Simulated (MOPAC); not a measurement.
MOPAC input (PM7):

```
PM7 PRECISE GNORM=0.05 LET XYZ UHF MS=0.5 GEO-OK AUX(PRECISION=9) THREADS=1
H2N

N     0.00456047 1    0.00186225 1    0.14178543 1
H    -0.02755881 1    0.79955398 1   -0.50646319 1
H    -0.00436445 1   -0.81258975 1   -0.48603483 1
```

Output:

```
 *******************************************************************************
 **                                                                           **
 **                              MOPAC v23.2.5                                **
 **                                                                           **
 *******************************************************************************
 ** MOPAC's Digital Object Identifier: https://doi.org/10.5281/zenodo.6511958 **
 **                                                                           **
 ** Please cite the open-source release paper for use of this MOPAC version:  **
 ** J. E. Moussa and J. J. P. Stewart (2026)                                  **
 ** MOPAC: An open-source semiempirical molecular orbital program             **
 ** J. Open Source Softw., 11(119), 8025, https://doi.org/10.21105/joss.08025 **
 *******************************************************************************

                              PM7 CALCULATION RESULTS

 *******************************************************************************
 *  PM7        - The PM7 Hamiltonian to be used
 *  GEO-OK     - OVERRIDE INTERATOMIC DISTANCE AND OTHER SAFETY CHECKS
 *  UHF        - UNRESTRICTED HARTREE-FOCK CALCULATION
 *  MS=        - IN MECI, MAGNETIC COMPONENT OF SPIN =  0.5
 *  LET        - OVERRIDE SOME SAFETY CHECKS
 *  PRECISE    - TIGHTER CRITERIA TO BE USED
 *  XYZ        - CARTESIAN COORDINATE SYSTEM TO BE USED
 *  GNORM      - EXIT WHEN GRADIENT NORM DROPS BELOW 0.050
 *  AUX        - OUTPUT AUXILIARY INFORMATION
 *******************************************************************************
PM7 PRECISE GNORM=0.05 LET XYZ UHF MS=0.5 GEO-OK AUX(PRECISION=9) THREADS=1
 H2N

   ATOM   CHEMICAL          X               Y               Z
  NUMBER   SYMBOL      (ANGSTROMS)     (ANGSTROMS)     (ANGSTROMS)

     1       N          0.00456047  *   0.00186225  *   0.14178543  *
     2       H         -0.02755881  *   0.79955398  *  -0.50646319  *
     3       H         -0.00436445  *  -0.81258975  *  -0.48603483  *

          CARTESIAN COORDINATES

    NO.       ATOM           X           Y           Z

     1         N          0.0046      0.0019      0.1418
     2         H         -0.0276      0.7996     -0.5065
     3         H         -0.0044     -0.8126     -0.4860

 General Reference for PM7:
 "Optimization of Parameters for Semiempirical Methods VI: More Modifications to the
 NDDO Approximations and Re-optimization of Parameters", J. J. P. Stewart, J. Mol. Mod., 1:32, 19 (2013)
 https://link.springer.com/article/10.1007/s00894-012-1667-x

           Empirical Formula: H2 N  =     3 atoms

      MOLECULAR POINT GROUP   :   C2v

          UHF CALCULATION, NO. OF ALPHA ELECTRONS =    4
                           NO. OF BETA  ELECTRONS =    3

          Geometry optimization using EF

          DIAGONAL MATRIX USED AS START HESSIAN

 CYCLE:     1  GRAD.:    47.459 HEAT:  42.91601
 CYCLE:     2  GRAD.:   140.105 HEAT:  49.96567
 CYCLE:     3  GRAD.:    11.507 HEAT:  41.91763
 CYCLE:     4  GRAD.:     8.698 HEAT:  41.78914
 CYCLE:     5  GRAD.:     0.226 HEAT:  41.71833
 CYCLE:     6  GRAD.:     0.015 HEAT:  41.71829

     GRADIENT =  0.01451 IS LESS THAN CUTOFF =  0.05000

 -------------------------------------------------------------------------------
 PM7 PRECISE GNORM=0.05 LET XYZ UHF MS=0.5 GEO-OK AUX(PRECISION=9) THREADS=1
 H2N

     GEOMETRY OPTIMISED USING EIGENVECTOR FOLLOWING (EF).
     SCF FIELD WAS ACHIEVED

                              PM7 CALCULATION
                                                       MOPAC v23.2.5 Linux

          FINAL HEAT OF FORMATION =         41.71829 KCAL/MOL =     174.54935 KJ/MOL

          COSMO AREA              =         45.55 SQUARE ANGSTROMS
          COSMO VOLUME            =         28.32 CUBIC ANGSTROMS

          GRADIENT NORM           =          0.01451          =       0.00838 PER ATOM
          IONIZATION POTENTIAL    =         11.223152 EV
          ALPHA SOMO LUMO (EV)    =        -12.421  4.551
          BETA  SOMO LUMO (EV)    =        -11.223 -0.136
          NO. OF ALPHA ELECTRONS  =          4
          NO. OF BETA  ELECTRONS  =          3
          MOLECULAR WEIGHT        =         16.0225         POINT GROUP:  C2v

          MOLECULAR DIMENSIONS (Angstroms)

            Atom       Atom       Distance
            H     3    H     2     1.61916
            H     2    N     1     0.57124
            H     2    N     1     0.00000

          SCF CALCULATIONS        =          7

   ATOM   CHEMICAL          X               Y               Z
  NUMBER   SYMBOL      (ANGSTROMS)     (ANGSTROMS)     (ANGSTROMS)

     1       N          0.00380643  *   0.00155449  *   0.11834224  *
     2       H         -0.02620164  *   0.80348580  *  -0.46280913  *
     3       H         -0.00291066  *  -0.81537427  *  -0.44229605  *

                             CARTESIAN COORDINATES

   1    N        0.003806428     0.001554487     0.118342241
   2    H       -0.026201638     0.803485798    -0.462809129
   3    H       -0.002910661    -0.815374271    -0.442296047

           Empirical Formula: H2 N  =     3 atoms

      MOLECULAR POINT GROUP   :   C2v

          ALPHA EIGENVALUES
 -34.43663 -17.04764 -12.47131 -12.42128   4.55090   6.20775

           BETA EIGENVALUES
 -32.06998 -16.47072 -11.22315  -0.13580   5.12340   6.59405

              NET ATOMIC CHARGES AND DIPOLE CONTRIBUTIONS

  ATOM NO.   TYPE          CHARGE      No. of ELECS.   s-Pop       p-Pop
    1          N          -0.439183        5.4392     1.76923     3.66995
    2          H           0.219591        0.7804     0.78041
    3          H           0.219591        0.7804     0.78041
 DIPOLE           X         Y         Z       TOTAL
 POINT-CHG.    -0.039    -0.016    -1.204     1.205
 HYBRID        -0.036    -0.015    -1.131     1.132
 SUM           -0.075    -0.031    -2.336     2.337

          ATOMIC ORBITAL ELECTRON POPULATIONS

     Atom    s        px        py        pz
    1  N   1.76923   1.00054   1.17938   1.49003
    2  H   0.78041
    3  H   0.78041

                    (SZ)    =    0.500000
                    (S**2)  =    0.754446

          ATOMIC ORBITAL SPIN POPULATIONS

    Atom   Total    s     px     py     pz
         Atomic
    1  N  1.0904  0.019  0.999  0.049  0.023
    2  H -0.0452 -0.045
    3  H -0.0452 -0.045

 **********************
 *                    *
 * JOB ENDED NORMALLY *
 *                    *
 **********************

 == MOPAC DONE ==
```
